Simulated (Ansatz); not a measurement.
# F2O: the cost of one run

Computed with Ansatz 0.2.0, Gaussian basis. Level: cc-pVQZ, core rule «outside noble gas», up to 3 orbitals frozen.

To be run: UHF; CCSD(T) on RHF; CCSD(T) on UHF.

### 1 The geometry

The geometry is an MP2(full)/6-31G* stationary point (not a proven minimum).

3 atoms, charge 0, spin multiplicity 1.

Atoms are counted from 1 here; the program's logs count them from 0.

Bond lengths: F1–O2 1.423 Å, O2–F3 1.423 Å. Angles: F1–O2–F3 102.6°.

### 2 UHF

Contents of in.yaml:

```yaml
crystal:
  periodic: [false, false, false]
  atoms:
    - {symbol: F, position_ang: [0.000000, 1.110576, -0.263599]}
    - {symbol: O, position_ang: [0.000000, 0.000000, 0.626020]}
    - {symbol: F, position_ang: [0.000000, -1.110576, -0.263599]}
basis:
  gaussian: {orbitals: cc-pVQZ}
magnetization: {spin_polarized: true, initial_magnetization: 0}
hamiltonian: {xc: hf}
output: {orbitals: {seedname: orbitals}}
```

On the command line:

```sh
ansatz run in.yaml --threads 1 --pin off --events-out ev --progress --plain --max-ram 4160MiB --backend cpu
```

What time and memory should one allow on 1 thread of AMD EPYC 7R13, shared host?

About 9.5 s, with a peak of 0.34 GiB.
